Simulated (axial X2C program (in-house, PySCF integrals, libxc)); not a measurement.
## BP⁻ at several levels of theory

All values were computed with an in-house all-electron X2C program for linear molecules (integrals from PySCF). Spin-free means the one-electron spin-free X2C Hamiltonian; two-component (2c) means X2C with spin–orbit coupling and atomic mean-field two-electron Coulomb and Gaunt terms, so the difference of the two also holds small scalar two-electron terms. Basis: P dyall-av3z [9s8p3d2f], B dyall-av3z [8s7p3d2f] (cores contracted in-house); Gaussian nuclei, density fitting, unrestricted open shells. Masses: P 30.974 u, B 11.009 u.

State, spin-free: M_S = 1/2, Λ = 0 (beyond evenly filled blocks: σα); electrons by block: σα: 7, σβ: 6, π+α: 2, π+β: 2, π-α: 2, π-β: 2. Fragments: P- + B for PBE0, CCSD, CCSD(T), TPSS; P + B- for HF.

State, 2c: Ω = 1/2 (⟨Sz⟩ = 0.50, ⟨Lz⟩ = 0.00 at PBE0); electrons by block: 1/2: 9, -1/2: 8, 3/2: 2, -3/2: 2. Fragments: P- + B.

```
Hamiltonian    level  Re (Å)  ωe (cm⁻¹)  ωexe (cm⁻¹)  Be (cm⁻¹)  αe (cm⁻¹)  De (eV)  D0 (eV)  μ (D)
  spin-free       HF   1.706     1005.6         5.35     0.7128    0.00578      n/a      n/a  -0.67
  spin-free     CCSD   1.696     1073.9         5.46     0.7215    0.00502     4.85     4.78    n/a
  spin-free  CCSD(T)   1.701     1065.8         5.45      0.717    0.00498     5.11     5.05    n/a
         2c     PBE0   1.697     1049.7         5.54     0.7211    0.00525     5.41     5.34  -0.95
         2c     TPSS   1.709     1011.4         5.59     0.7105    0.00543     5.36     5.30  -1.07
```

Spin-free values that have a 2c row agree with it to the digits that matter (0.001 Å, 0.01 eV) and are not repeated.

Correlated methods: 9 electrons correlated (number of frozen shells: P 2 s, 1 p; B 1 s), 209 virtual spin orbitals or spinors in MP2, 90 natural virtuals in coupled cluster.

Dipoles are positive if B is the positive end and refer to the centre of mass.

Occupations by symmetry block were frozen at the best pattern of an incomplete PBE0 search. Dissociation energies refer to the lowest single-determinant-based atoms at the same level and basis. De is not given where an atomic determinant may have missed its ground term or J level, or where the truncated virtual space spoils (T). Density functionals use the spin component along the axis (collinear). Coupled cluster ran in a truncated set of natural virtual spinors; the MP2 energy of the rest was added. (T) has no such correction and the atoms are truncated less, which lowers De at CCSD(T) by a hundredth of an eV or more. In 2c an atomic determinant is not the ground J level, so De misses part of the atomic spin–orbit lowering. This holds for PBE0, TPSS. The functionals have no current-density term, which raises determinants with orbital currents, atoms included. The highest occupied level of some functionals is positive through self-interaction error; at Hartree–Fock it is bound. The determinant is spin-polarised beyond a pure state at some levels (its spin-free form has ⟨S²⟩ too high), which makes Re and μ there less reliable. The T1 diagnostic is large, a sign of multireference character.

No reliable constants came from CCSD (2c), CCSD(T) (2c), HF (2c), MP2 (2c), MP2 (spin-free): no minimum in range, unconverged points, a curve that is not smooth, a change of character along it, or the two Hamiltonians disagreeing along it.

Rough cost a point (2c) on 1 thread(s) of a shared host, integrals apart: PBE0 0.6 s, TPSS 0.9 s.

The whole task took 2.1 min on 1 thread of Arm Neoverse V1 (shared host).
